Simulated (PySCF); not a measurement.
# NS (Mononitrogen monosulfide) at UB2PLYP/cc-pVTZ

Aim: the energy change on altering one bond length of NS (Mononitrogen monosulfide) at UB2PLYP/cc-pVTZ, from 2 runs. The job is set up through a Python script.

The results are computed with PySCF 2.14.0.

4 further runs of the same task are left out: 4 set aside as unsound or not needed.

## (1) Starting point

The species is NS (2 atoms), meant as a doublet with charge 0. As SMILES, `[N]=S`. The shape is that of a PBE0-D4/def2-TZVP optimisation.

Bond lengths: N1–S2 1.486 Å.

## (2) The energy at UB2PLYP/cc-pVTZ

File job.py:

```python
from pyscf import gto, dft, mp

mol = gto.M(
    atom=[
    ('N', (-0.000000, -0.000000, -0.011220)),
    ('S', (0.000000, 0.000000, 1.474400)),
],
    max_memory=1860,
    basis='cc-pvtz',
    spin=1,
    verbose=4,
)

ks = dft.UKS(mol)
ks.xc = '0.53*HF + 0.47*B88, 0.73*LYP'
ks.conv_tol = 1e-10
ks.grids.level = 5
ks.kernel()
if not ks.converged:
    ks = ks.newton().run(ks.mo_coeff, ks.mo_occ)

pt = mp.MP2(ks, frozen=6).run()
etot = ks.e_tot + 0.27 * pt.e_corr
print('PT2 part  %.8f' % (0.27 * pt.e_corr))
print('E = %.10f Eh' % etot)
```

Run with:

```bash
OMP_NUM_THREADS=1 python job.py
```

Log:

```text
PySCF version 2.14.0

[INPUT] num. atoms = 2
[INPUT] num. electrons = 23
[INPUT] charge = 0
[INPUT] spin (= nelec alpha-beta = 2S) = 1
[INPUT] symmetry False subgroup None
[INPUT] Mole.unit = angstrom
[INPUT] Symbol           X                Y                Z      unit          X                Y                Z       unit  Magmom
[INPUT]  1 N      0.000000000000   0.000000000000  -0.011220000000 AA    0.000000000000   0.000000000000  -0.021202727118 Bohr   0.0
[INPUT]  2 S      0.000000000000   0.000000000000   1.474400000000 AA    0.000000000000   0.000000000000   2.786212198059 Bohr   0.0

nuclear repulsion = 39.8943522724788
number of shells = 18
number of NR pGTOs = 101
number of NR cGTOs = 64
basis = cc-pvtz
ecp = {}

[... 34 lines left out ...]
[... the frontier-level lines of each cycle are left out ...]
[... 3 lines left out ...]
[... 62 lines left out ...]
converged SCF energy = -452.621003622889  <S^2> = 0.78014609  2S+1 = 2.0299223
[... 1 line left out ...]
******** <class 'pyscf.mp.ump2.UMP2'> ********
nocc = (np.int64(6), np.int64(5)), nmo = (58, 58)
frozen orbitals 6
E(UMP2) = -453.061331952028  E_corr = -0.440328329139205
E(SCS-UMP2) = -453.049577575061  E_corr = -0.428573952171903
E_corr(same-spin) = -0.115176972455935
E_corr(oppo-spin) = -0.325151356683271
PT2 part  -0.11888865
E = -452.7398922718 Eh
```

It took 9.9 s on 1 thread of Arm Neoverse V1, shared host; peak memory 0.31 GiB.

## (3) The distorted shape

File run.py:

```python
from pyscf import gto, dft, mp

molecule = gto.M(
    atom='''
N      0.000000     0.000000    -1.794000
S      0.000000     0.000000     1.474400
''',
    max_memory=1860,
    spin=1,
    verbose=3,
    basis='cc-pvtz',
)

calc0 = dft.UKS(molecule, xc='0.53*HF + 0.47*B88, 0.73*LYP')
calc0.conv_tol = 1e-10
calc0.grids.level = 5
calc0.kernel()
if not calc0.converged:
    calc0 = calc0.newton().run(calc0.mo_coeff, calc0.mo_occ)

pt = mp.MP2(calc0, frozen=6).run()
etot = calc0.e_tot + 0.27 * pt.e_corr
print('PT2 part  %.8f' % (0.27 * pt.e_corr))
print('Final energy', etot)
```

Run with:

```bash
OMP_NUM_THREADS=1 python run.py
```

Log:

```text
WARN: HOMO -0.188570705037008 >= LUMO -0.188570705037009

converged SCF energy = -452.493740372984  <S^2> = 2.7576281  2S+1 = 3.4685029
E(UMP2) = -452.752847263555  E_corr = -0.259106890570826
E(SCS-UMP2) = -452.745002588116  E_corr = -0.251262215131961
PT2 part  -0.06995886
Final energy -452.56369923343846
```

Run time: 14 s. Hardware: 1 thread of Arm Neoverse V1, shared host; peak memory 0.31 GiB.

## (4) Results

Level: UB2PLYP/cc-pVTZ, 6 core orbitals frozen.

| quantity | value |
| --- | --- |
| first shape: total energy | -452.73989 Eh |
| first shape: dipole moment (SCF part) | 1.78 D |
| first shape: HOMO energy (SCF part's orbitals) (highest over α and β) | -7.64 eV |
| first shape: LUMO energy (SCF part's orbitals) (lowest over α and β) | -2.04 eV |
| first shape: ⟨S²⟩ | 0.780 |
| distorted shape: total energy | -452.56370 Eh |
| distorted shape: dipole moment (SCF part) | 0.08 D |
| distorted shape: HOMO energy (SCF part's orbitals) (highest over α and β) | -8.38 eV |
| distorted shape: LUMO energy (SCF part's orbitals) (lowest over α and β) | -2.73 eV |
| distorted shape: ⟨S²⟩ | 2.758 |
| energy change with the N1–S2 bond stretched from 1.486 to 3.268 Å | 4.794 eV |

In words: With the N1–S2 bond stretched from 1.486 to 3.268 Å the energy rises by 4.79 eV (463 kJ/mol). The first shape isn't relaxed at this level, so the change isn't measured from a minimum. ⟨S²⟩ (distorted shape) is 2.76 where a pure doublet has 0.75: the reference is spin-contaminated.
